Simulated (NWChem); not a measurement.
Everything below was run with NWChem. System: fluoromethane (CH3F), charge 0, spin multiplicity 1, at a geometry optimised with PBE/def2-SVP. Level: RHF/def2-TZVP.

Input file:

```
start mol
memory heap 200 mb stack 800 mb global 1000 mb
geometry units angstroms nocenter noautoz
  C      0.614026    -0.111602     0.000000
  F     -0.740435     0.134576     0.000000
  H      0.899919    -0.694065     0.904065
  H      0.899919    -0.694065    -0.904065
  H      1.179922     0.846560     0.000000
  symmetry group Cs
end
basis spherical
  * library def2-tzvp
end
scf
  rhf
  nopen 0
  maxiter 100
  thresh 1e-7
  semidirect memsize 60000000 filesize 0
end
task scf energy
```

NWChem printed:

```
             Northwest Computational Chemistry Package (NWChem) 7.3.0
             --------------------------------------------------------

                                NWChem Input Module
                                -------------------

 Scaling coordinates for geometry "geometry" by  1.889725989
 (inverse scale =  0.529177249)

 Turning off AUTOSYM since
 SYMMETRY directive was detected!

                             Geometry "geometry" -> ""
                             -------------------------

 Output coordinates in angstroms (scale by  1.889725989 to convert to a.u.)

  No.       Tag          Charge          X              Y              Z
 ---- ---------------- ---------- -------------- -------------- --------------
    1 C                    6.0000     0.61402600    -0.11160200     0.00000000
    2 F                    9.0000    -0.74043500     0.13457600     0.00000000
    3 H                    1.0000     0.89991900    -0.69406500     0.90406500
    4 H                    1.0000     0.89991900    -0.69406500    -0.90406500
    5 H                    1.0000     1.17992200     0.84656000     0.00000000

 Effective nuclear repulsion energy (a.u.)      37.1710758309

            Nuclear Dipole moment (a.u.)
            ----------------------------
        X                 Y               Z
 ---------------- ---------------- ----------------
     0.0000018897     0.0000037795     0.0000000000

      Symmetry information
      --------------------

 Group name             Cs
 Group number              2
 Group order               2
 No. of unique centers     4

      Symmetry unique atoms

     1    2    3    5


 Summary of "ao basis" -> "" (spherical)
 ------------------------------------------------------------------------------
       Tag                 Description            Shells   Functions and Types
 ---------------- ------------------------------  ------  ---------------------
 *                         def2-tzvp                  on all atoms

 Summary of "ao basis" -> "ao basis" (spherical)
 ------------------------------------------------------------------------------
       Tag                 Description            Shells   Functions and Types
 ---------------- ------------------------------  ------  ---------------------
 C                         def2-tzvp                11       31   5s3p2d1f
 F                         def2-tzvp                11       31   5s3p2d1f
 H                         def2-tzvp                 4        6   3s1p

                                 NWChem SCF Module
                                 -----------------

  ao basis        = "ao basis"
  functions       =    80
  atoms           =     5
  closed shells   =     9
  open shells     =     0
  charge          =   0.00
  wavefunction    = RHF
  use symmetry    = T
  symmetry adapt  = T

 Summary of "ao basis" -> "ao basis" (spherical)
 ------------------------------------------------------------------------------
       Tag                 Description            Shells   Functions and Types
 ---------------- ------------------------------  ------  ---------------------
 C                         def2-tzvp                11       31   5s3p2d1f
 F                         def2-tzvp                11       31   5s3p2d1f
 H                         def2-tzvp                 4        6   3s1p

      Symmetry analysis of basis
      --------------------------

        a'         53
        a"         27

 Forming initial guess at       0.1s

      Superposition of Atomic Density Guess
      -------------------------------------

 Sum of atomic energies:        -138.58883418

      Non-variational initial energy
      ------------------------------

 Total energy =    -139.203493
 1-e energy   =    -264.475227
 2-e energy   =      88.100657
 HOMO         =      -0.435778
 LUMO         =       0.105804

      Symmetry analysis of molecular orbitals - initial
      -------------------------------------------------

  Numbering of irreducible representations:

     1 a'          2 a"

  Orbital symmetries:

     1 a'          2 a'          3 a'          4 a'          5 a'
     6 a"          7 a'          8 a"          9 a'         10 a'
    11 a'         12 a"         13 a'         14 a'         15 a"
    16 a'         17 a'         18 a"         19 a'

 Starting SCF solution at       0.6s

 ----------------------------------------------
         Quadratically convergent ROHF

 Convergence threshold     :          1.000E-07
 Maximum no. of iterations :          100
 Final Fock-matrix accuracy:          1.000E-09
 ----------------------------------------------

              iter       energy          gnorm     gmax       time
             ----- ------------------- --------- --------- --------
                 1     -139.0674506107  7.55D-01  2.24D-01      0.6
                 2     -139.0954128523  2.45D-01  7.87D-02      0.7
                 3     -139.0990553948  1.22D-02  3.36D-03      0.8
                 4     -139.0990692011  1.01D-04  3.33D-05      1.0
                 5     -139.0990692022  1.98D-09  4.85D-10      1.3

       Final RHF  results
       ------------------

         Total SCF energy =   -139.099069202150
      One-electron energy =   -266.053464953681
      Two-electron energy =     89.783319920588
 Nuclear repulsion energy =     37.171075830944

        Time for solution =      0.7s

       Symmetry analysis of molecular orbitals - final
       -----------------------------------------------

  Numbering of irreducible representations:

     1 a'          2 a"

  Orbital symmetries:

     1 a'          2 a'          3 a'          4 a'          5 a"
     6 a'          7 a'          8 a"          9 a'         10 a'
    11 a'         12 a"         13 a'         14 a'         15 a"
    16 a'         17 a'         18 a"         19 a'

             Final eigenvalues
             -----------------

              1
    1  -26.2780
    2  -11.3126
    3   -1.5894
    4   -0.9475
    5   -0.6941
    6   -0.6941
    7   -0.6784
    8   -0.5246
    9   -0.5246
   10    0.1522
   11    0.2021
   12    0.2230
   13    0.2230
   14    0.3196
   15    0.3196
   16    0.4313
   17    0.5238
   18    0.6137
   19    0.6137

                       ROHF Final Molecular Orbital Analysis
                       -------------------------------------

 Vector    7  Occ=2.000000D+00  E=-6.784232D-01  Symmetry=a'
              MO Center= -1.7D-01,  3.1D-02,  2.4D-16, r^2= 1.3D+00
   Bfn.  Coefficient  Atom+Function         Bfn.  Coefficient  Atom+Function
  ----- ------------  ---------------      ----- ------------  ---------------
    37      0.373719  2 F  px                40      0.333668  2 F  px
     6     -0.231521  1 C  px                 9     -0.187031  1 C  px
    43      0.165830  2 F  px

 Vector    8  Occ=2.000000D+00  E=-5.246431D-01  Symmetry=a"
              MO Center=  3.4D-01, -2.6D-01, -2.7D-11, r^2= 1.6D+00
   Bfn.  Coefficient  Atom+Function         Bfn.  Coefficient  Atom+Function
  ----- ------------  ---------------      ----- ------------  ---------------
    39      0.298314  2 F  pz                 8     -0.259622  1 C  pz
    42      0.258471  2 F  pz                11     -0.225402  1 C  pz
    64     -0.205492  3 H  s                 70      0.205492  4 H  s
    45      0.189753  2 F  pz

 Vector    9  Occ=2.000000D+00  E=-5.246420D-01  Symmetry=a'
              MO Center=  4.1D-01,  1.3D-01,  2.5D-11, r^2= 1.6D+00
   Bfn.  Coefficient  Atom+Function         Bfn.  Coefficient  Atom+Function
  ----- ------------  ---------------      ----- ------------  ---------------
    38      0.293505  2 F  py                 7     -0.255439  1 C  py
    41      0.254304  2 F  py                76     -0.237281  5 H  s
    10     -0.221770  1 C  py                44      0.186694  2 F  py

 Vector   10  Occ=0.000000D+00  E= 1.522113D-01  Symmetry=a'
              MO Center=  1.1D+00, -2.1D-01, -3.6D-16, r^2= 5.6D+00
   Bfn.  Coefficient  Atom+Function         Bfn.  Coefficient  Atom+Function
  ----- ------------  ---------------      ----- ------------  ---------------
     5      4.236577  1 C  s                 65     -2.002785  3 H  s
    71     -2.002785  4 H  s                 77     -2.002807  5 H  s
    12      0.795673  1 C  px                 4     -0.267282  1 C  s
    64      0.243925  3 H  s                 70      0.243925  4 H  s
    76      0.243931  5 H  s                  3      0.241606  1 C  s

 Vector   11  Occ=0.000000D+00  E= 2.020862D-01  Symmetry=a'
              MO Center=  6.8D-01, -1.2D-01,  1.3D-18, r^2= 4.2D+00
   Bfn.  Coefficient  Atom+Function         Bfn.  Coefficient  Atom+Function
  ----- ------------  ---------------      ----- ------------  ---------------
    12      1.456960  1 C  px                36      1.455493  2 F  s
     5     -0.606155  1 C  s                 43      0.474773  2 F  px
     4     -0.364882  1 C  s                  9      0.268039  1 C  px
    13     -0.264787  1 C  py

 Vector   12  Occ=0.000000D+00  E= 2.230259D-01  Symmetry=a"
              MO Center=  1.1D+00, -1.0D+00, -1.1D-11, r^2= 4.6D+00
   Bfn.  Coefficient  Atom+Function         Bfn.  Coefficient  Atom+Function
  ----- ------------  ---------------      ----- ------------  ---------------
    65      2.557138  3 H  s                 71     -2.557138  4 H  s
    14     -1.637925  1 C  pz                64     -0.403137  3 H  s
    70      0.403137  4 H  s                  8     -0.215468  1 C  pz
    45      0.171943  2 F  pz

 center of mass
 --------------
 x =  -0.20527512 y =   0.03730903 z =   0.00000000

 moments of inertia (a.u.)
 ------------------
          13.645017217267          10.337281316332           0.000000000000
          10.337281316332          68.641545098802           0.000000000000
           0.000000000000           0.000000000000          70.520203105772

  Mulliken analysis of the total density
  --------------------------------------

    Atom       Charge   Shell Charges
 -----------   ------   -------------------------------------------------------
    1 C    6     6.01   0.85  1.12  0.49  0.66  0.08  1.17  1.26  0.23  0.03  0.09  0.01
    2 F    9     9.31   0.77  1.20  0.59  1.01  0.35  2.24  2.26  0.86  0.00  0.01  0.00
    3 H    1     0.90   0.26  0.49  0.12  0.02
    4 H    1     0.90   0.26  0.49  0.12  0.02
    5 H    1     0.90   0.26  0.49  0.12  0.02

       Multipole analysis of the density wrt the origin
       ------------------------------------------------

     L   x y z        total         open         nuclear
     -   - - -        -----         ----         -------
     0   0 0 0     -0.000000      0.000000     18.000000

     1   1 0 0      0.778564      0.000000      0.000002
     1   0 1 0     -0.141503      0.000000      0.000004
     1   0 0 1     -0.000000      0.000000      0.000000

     2   2 0 0     -9.260211      0.000000     36.454452
     2   1 1 0      0.086148      0.000000     -5.564761
     2   1 0 1     -0.000000      0.000000      0.000000
     2   0 2 0     -8.801908      0.000000      6.848739
     2   0 1 1      0.000000      0.000000      0.000000
     2   0 0 2     -8.786206      0.000000      5.837501

 Task  times  cpu:        1.3s     wall:        1.3s

 Total times  cpu:        1.3s     wall:        1.3s
```
